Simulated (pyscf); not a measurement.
PySCF, gas phase, ωB97X-D3(BJ)/def2-SVP geometries.

Task: HO–GeH₃ + H₂ + HF → GeH₄ + H₂O + HF
Surface: singlet. Broken: Ge–O, H–H, F–H. Formed: Ge–H, H–O, F–H. Give ΔE‡ and ΔE from M06-2X/def2-TZVP, relative to the separated reactants.

Result: ΔE‡ = 31.7 kcal/mol, ΔE = +5.2 kcal/mol. ωB97M-D3(BJ)/def2-TZVP gives 30.7 kcal/mol and -0.3 kcal/mol. Zero-point energy shifts the barrier by +5.2 kcal/mol. It is a multi-bond step, with an imaginary mode of 1124i cm⁻¹. On the reactant side the descent ends in a bound adduct (not fully relaxed), 11.6 kcal/mol under the separated species and 42.7 kcal/mol under the saddle at ωB97X-D3(BJ)/def2-TZVP. On the product side the descent ends in a complex, 7.4 kcal/mol under the separated species and 37.6 kcal/mol under the saddle at ωB97X-D3(BJ)/def2-TZVP. One saddle was located; it need not be the lowest between these sides. Elements up to Kr have no core potential and no relativistic terms here.
